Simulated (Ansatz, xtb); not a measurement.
C4H7+: which of two structures lies lower

Structure a: a singlet given by its coordinates. Structure b: `[CH2+]/C=C\C`, a singlet. Both are isolated ions in the gas phase, relaxed with r2SCAN-D4/def2-SVP; the shapes shown needn't be the lowest conformers.

a (Å):

```xyz
11

C    -1.1243    1.2572   -0.8895
C    -0.2950    0.5677   -0.0563
C     0.2500   -0.8862   -0.5766
C    -0.7725   -0.9277    0.4083
H    -1.1575    2.3539   -0.8791
H    -1.7853    0.7417   -1.5975
H     0.3606    1.0896    0.6462
H     1.3052   -0.9506   -0.2881
H     0.0207   -1.0964   -1.6252
H    -0.5201   -1.0254    1.4702
H    -1.8022   -1.1707    0.1306
```

Close contacts (Å): C1–C2 1.36, C2–C3 1.64, C2–C4 1.64, C3–C4 1.42, C1–H5 1.10, C1–H6 1.10, C2–H7 1.09, C3–H8 1.10, C3–H9 1.09, C4–H10 1.10, C4–H11 1.09.

b (Å):

```yaml
atoms:
  - { symbol: C, position_ang: [0.0902, 1.4970, 1.3712] }
  - { symbol: C, position_ang: [0.4855, 0.1842, 1.3992] }
  - { symbol: C, position_ang: [-0.3499, -0.8558, 1.8587] }
  - { symbol: C, position_ang: [-1.7052, -0.7759, 2.3636] }
  - { symbol: H, position_ang: [0.7684, 2.2769, 1.0071] }
  - { symbol: H, position_ang: [-0.9014, 1.8215, 1.7046] }
  - { symbol: H, position_ang: [1.4894, -0.0834, 1.0537] }
  - { symbol: H, position_ang: [0.0871, -1.8654, 1.8298] }
  - { symbol: H, position_ang: [-2.3348, -1.4733, 1.7706] }
  - { symbol: H, position_ang: [-2.1636, 0.2181, 2.4023] }
  - { symbol: H, position_ang: [-1.7277, -1.2556, 3.3654] }
```

Quicker runs give these differences E(b) − E(a): GFN2-xTB −2.4 kcal/mol; HF/STO-3G −8.1 kcal/mol (at GFN2-xTB geometries); r2SCAN-D4/def2-SVP//GFN2-xTB −7.9 kcal/mol.

**Question.** Estimate E(b) − E(a) at the level CCSD(T)/def2-SVP + ΔMP2/def2-TZVPP.

**Answer.** Calculated at CCSD(T)/def2-SVP + ΔMP2/def2-TZVPP: E(b) − E(a) = −5.3 kcal/mol, so structure b lies lower.

The same difference at several levels:

```json
{"level": "GFN2-xTB", "geometry": "GFN2-xTB", "E(b) − E(a) (kcal/mol)": "−2.4", "departure from the last row (kcal/mol)": "+2.9", "job, with rough time for the two": "optimisation, 0.29 s"}
{"level": "HF/STO-3G", "geometry": "GFN2-xTB", "E(b) − E(a) (kcal/mol)": "−8.1", "departure from the last row (kcal/mol)": "−2.8", "job, with rough time for the two": "single point, 0.5 s"}
{"level": "r2SCAN-D4/def2-SVP//GFN2-xTB", "geometry": "GFN2-xTB", "E(b) − E(a) (kcal/mol)": "−7.9", "departure from the last row (kcal/mol)": "−2.7", "job, with rough time for the two": "single point, 3.4 s"}
{"level": "r2SCAN-D4/def2-SVP", "geometry": "r2SCAN-D4/def2-SVP", "E(b) − E(a) (kcal/mol)": "−8.0", "departure from the last row (kcal/mol)": "−2.8", "job, with rough time for the two": "optimisation, 28 s"}
{"level": "HF/def2-SVP", "geometry": "r2SCAN-D4/def2-SVP", "E(b) − E(a) (kcal/mol)": "−13.3", "departure from the last row (kcal/mol)": "−8.0", "job, with rough time for the two": "part of the CCSD(T) run"}
{"level": "MP2/def2-SVP", "geometry": "r2SCAN-D4/def2-SVP", "E(b) − E(a) (kcal/mol)": "−3.9", "departure from the last row (kcal/mol)": "+1.4", "job, with rough time for the two": "part of the CCSD(T) run"}
{"level": "CCSD(T)/def2-SVP", "geometry": "r2SCAN-D4/def2-SVP", "E(b) − E(a) (kcal/mol)": "−6.3", "departure from the last row (kcal/mol)": "−1.0", "job, with rough time for the two": "single point"}
{"level": "CCSD(T)/def2-SVP + ΔMP2/def2-TZVPP", "geometry": "r2SCAN-D4/def2-SVP", "E(b) − E(a) (kcal/mol)": "−5.3", "departure from the last row (kcal/mol)": "", "job, with rough time for the two": "single point, 23 s"}
```

None of the levels shown reverses the order. The largest departure from CCSD(T)/def2-SVP + ΔMP2/def2-TZVPP is that of HF/def2-SVP, 8.0 kcal/mol. The last row adds to CCSD(T) the change of the MP2 difference between the two basis sets, here +1.0 kcal/mol.

With harmonic frequencies from r2SCAN-D4/def2-SVP (ideal gas, rigid rotor, one conformer each, 298.15 K, 1 atm): on the last row, ΔE + ΔZPE = −5.9, ΔH = −5.7, ΔG = −5.9 kcal/mol.

The correlated steps freeze 4 core orbitals. Programs: Ansatz 0.2.0, xtb 6.7.1; the last row on 1 thread of Intel(R) Xeon(R) Platinum 8488C (Sapphire Rapids) on a shared host.
